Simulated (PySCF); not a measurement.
carbon tetrachloride cation (CCl4), SMILES ClC(Cl)(Cl)Cl (connectivity only; charge and spin as stated), charge +1, multiplicity 2.

Geometry: B3LYP-D3(BJ)/def2-SVP. The spin state was assumed, not searched.

These are TDA-ωB97X/def2-SVPD in PySCF values and carry that method's errors.

Vertical excitations; the highest root listed may be one member of a degenerate set. Gas-phase values at a fixed geometry.

Computed UV-visible absorptions:
```json
[
 {"state": "root 1", "energy (eV)": "0.15", "λ (nm)": "8317", "f": "0.001", "main pairs": "β HOMO−1→LUMO, β HOMO−2→LUMO (degenerate set)"},
 {"state": "root 2", "energy (eV)": "0.15", "λ (nm)": "8317", "f": "0.001", "main pairs": "β HOMO→LUMO, β HOMO−3→LUMO (degenerate set)"},
 {"state": "root 3", "energy (eV)": "0.87", "λ (nm)": "1421", "f": "0.000", "main pairs": "β HOMO−4→LUMO 100 %"},
 {"state": "root 4", "energy (eV)": "1.14", "λ (nm)": "1087", "f": "0.023", "main pairs": "β HOMO−3→LUMO, β HOMO→LUMO (degenerate set)"},
 {"state": "root 5", "energy (eV)": "1.14", "λ (nm)": "1087", "f": "0.023", "main pairs": "β HOMO−2→LUMO, β HOMO−1→LUMO (degenerate set)"},
 {"state": "root 6", "energy (eV)": "1.67", "λ (nm)": "744", "f": "0.000", "main pairs": "β HOMO−6→LUMO 100 %"},
 {"state": "root 7", "energy (eV)": "2.16", "λ (nm)": "573", "f": "0.065", "main pairs": "β HOMO−5→LUMO 96 %"},
 {"state": "root 8", "energy (eV)": "5.09", "λ (nm)": "244", "f": "0.000", "main pairs": "β HOMO−7→LUMO 99 %"},
 {"state": "root 9", "energy (eV)": "5.23", "λ (nm)": "237", "f": "0.028", "main pairs": "β HOMO−8→LUMO (degenerate set)"},
 {"state": "root 10", "energy (eV)": "5.23", "λ (nm)": "237", "f": "0.028", "main pairs": "β HOMO−9→LUMO (degenerate set)"}
]
```
Unrestricted roots are not spin-pure.
